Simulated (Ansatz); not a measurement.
## Hf (model structure, started from the simple cubic type, Pm-3m, No. 221, 1 atom in the cell)

Method: PBEsol (Ansatz, a quantum-chemistry and plane-wave program, PAW).

Numerical settings: plane-wave cutoff 500 eV, 24×24×24 k mesh, Fermi–Dirac smearing 0.1 eV, scalar-relativistic PAW data made under PBE.

Cell (relaxed at this level):

```xyz
1
Lattice="2.8665 0.0000 0.0000 0.0000 2.8665 0.0000 0.0000 0.0000 2.8665" Properties=species:S:1:pos:R:3 pbc="T T T"
Hf     0.0000     0.0000     0.0000
```

- band gap: none

Note: the relaxation could raise the start's symmetry but not lower it, so the cell can be a saddle point.

Spin–orbit coupling is not included.

Computed values are for the static lattice.

Cost on a shared machine: about 50 core-seconds (a rough figure).

A model structure was made by putting elements into a prototype or built by hand; it is no filed structure, need not be a known phase, and can be a saddle point held by its symmetry.
